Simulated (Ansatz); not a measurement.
# CH7AlSi: one species, many methods

How much do the methods differ for CH7AlSi? The plan is to run it at one geometry with functionals of several rungs and with coupled cluster, and see how far each lands from CCSD(T) at the basis-set limit for the atomisation energy.

The runs use Ansatz 0.2.0, Gaussian basis; functionals in def2-TZVPP, the program's frozen cores in correlated methods.

The runs, in order: LDA (SPW92), PBE-D4, revPBE-D4, BLYP-D4, r2SCAN-D4, B97M-V, PBE0-D4, B3LYP-D4, r2SCANh-D4, r2SCAN0-D4, HSE06-D4, BHLYP-D4, CAM-B3LYP-D4, LC-ωPBE, ωB97X-V, ωB97M-V, B2PLYP, PBE-QIDH; CCSD(T)/def2-SVP; CCSD(T)/def2-TZVPP; MP2/def2-QZVPP; extrapolation to the limit; RPA on PBE.

### Step 1. The relaxed structure

The geometry comes from an earlier relaxation with PBE0-D4 in a triple-zeta def2 set; it is a stationary point, not always the lowest conformer.

SMILES `C[SiH2][AlH2]`, 10 atoms, charge 0, spin multiplicity 1.

Atoms are counted from 1 here; the program's logs count them from 0.

Bond lengths: C1–Si2 1.888 Å, C1–H4 1.092 Å, C1–H5 1.092 Å, C1–H6 1.092 Å, Si2–Al3 2.462 Å, Si2–H7 1.494 Å, Si2–H8 1.494 Å, Al3–H9 1.592 Å, Al3–H10 1.592 Å. Angles: Si2–C1–H4 110.4°, Si2–C1–H5 111.1°, Si2–C1–H6 111.1°, H4–C1–H5 108.0°, H4–C1–H6 108.0°, H5–C1–H6 108.1°, C1–Si2–Al3 112.4°, C1–Si2–H7 108.6°, C1–Si2–H8 108.6°, Al3–Si2–H7 110.3°, Al3–Si2–H8 110.4°, H7–Si2–H8 106.2°, Si2–Al3–H9 121.2°, Si2–Al3–H10 121.1°, H9–Al3–H10 117.7°.

As a file:

```xyz
10
CH7AlSi
C    -1.22129    0.70711   -0.74826
Si   -0.10040   -0.74706   -0.30620
Al    1.67926   -0.11593    1.27417
H    -1.99560    0.39045   -1.45035
H    -0.65186    1.51440   -1.21401
H    -1.71371    1.10757    0.14057
H     0.49281   -1.29214   -1.56465
H    -0.94145   -1.84073    0.26745
H     1.45298   -0.20433    2.84719
H     3.08237    0.42955    0.75718
```

### Step 2. LDA

This LDA is Slater exchange with PW92 correlation.

in.yaml

```yaml
crystal:
  periodic: [false, false, false]
  atoms:
    - {symbol: C, position_ang: [-1.221286, 0.707112, -0.748259]}
    - {symbol: Si, position_ang: [-0.100403, -0.747060, -0.306202]}
    - {symbol: Al, position_ang: [1.679258, -0.115928, 1.274173]}
    - {symbol: H, position_ang: [-1.995604, 0.390452, -1.450351]}
    - {symbol: H, position_ang: [-0.651864, 1.514398, -1.214007]}
    - {symbol: H, position_ang: [-1.713706, 1.107572, 0.140571]}
    - {symbol: H, position_ang: [0.492808, -1.292136, -1.564652]}
    - {symbol: H, position_ang: [-0.941449, -1.840730, 0.267453]}
    - {symbol: H, position_ang: [1.452977, -0.204331, 2.847189]}
    - {symbol: H, position_ang: [3.082370, 0.429549, 0.757185]}
basis:
  gaussian: {orbitals: def2-TZVPP}
hamiltonian: {xc: lda}
output: {orbitals: {seedname: orbitals}}
```

Started as:

```console
ansatz run in.yaml --threads 2 --pin off --events-out ev --progress --plain --max-ram 4352MiB
```

After this run come: PBE-D4 (GGA); revPBE-D4 (GGA); BLYP-D4 (GGA); r2SCAN-D4 (meta-GGA); B97M-V (meta-GGA); B3LYP-D4 (hybrid); r2SCANh-D4 (hybrid); r2SCAN0-D4 (hybrid); HSE06-D4 (hybrid); BHLYP-D4 (hybrid); CAM-B3LYP-D4 (range-separated); LC-ωPBE (range-separated); ωB97X-V (range-separated); ωB97M-V (range-separated); B2PLYP (double hybrid); PBE-QIDH (double hybrid); CCSD(T) in def2-SVP; CCSD(T) in def2-TZVPP; MP2 in def2-QZVPP; RPA on PBE orbitals.

Q: Predict the results of all the runs planned. Wanted: atomisation energy, CCSD(T)/CBS; farthest beyond LDA; mean size of error, GGA; mean size of error, meta-GGA; mean size of error, hybrid; mean size of error, range-separated; mean size of error, double hybrid; gap, smallest and largest; T1 diagnostic.

**Answer**, as computed:

| quantity | value |
| --- | --- |
| atomisation energy, CCSD(T)/CBS | 3050.5 kJ/mol |
| functionals within 15.3 kJ/mol (0.5 %) | r2SCAN-D4, B3LYP-D4, r2SCANh-D4, CAM-B3LYP-D4, ωB97X-V, ωB97M-V |
| farthest beyond LDA | revPBE-D4 (-66.4 kJ/mol) |
| mean size of error, GGA | 45.6 kJ/mol |
| mean size of error, meta-GGA | 17.8 kJ/mol |
| mean size of error, hybrid | 22.3 kJ/mol |
| mean size of error, range-separated | 13.5 kJ/mol |
| mean size of error, double hybrid | 41.0 kJ/mol |
| gap, smallest and largest | 3.25 eV (LDA (SPW92)), 9.83 eV (LC-ωPBE) |
| T1 diagnostic | 0.0111 |
| triples share of the correlation energy | 3.2 % |

The LDA atomisation energy is off by 296.9 kJ/mol (10 %): it overbinds. PBE-D4 is off by -26.2 kJ/mol. Double hybrids carry the basis error of their MP2 part in triple zeta, and no dispersion term here, so their miss is partly the set-up's. By mean error the best rung here is range-separated (13.5 kJ/mol) and the worst beyond LDA is GGA (45.6 kJ/mol). The gap between the best rungs is small, so their order is not settled. Misses under about 15.3 kJ/mol are within the doubt on the reference itself, which lacks core-valence correlation, relativity and higher excitations. Hartree-Fock recovers 77 % of the binding; the rest is correlation. CCSD(T) in def2-SVP is off by -163.8 kJ/mol, more than most functionals: a good method in a small basis is no reference. Orbital gaps span 3.3 to 9.8 eV; exact exchange widens them.
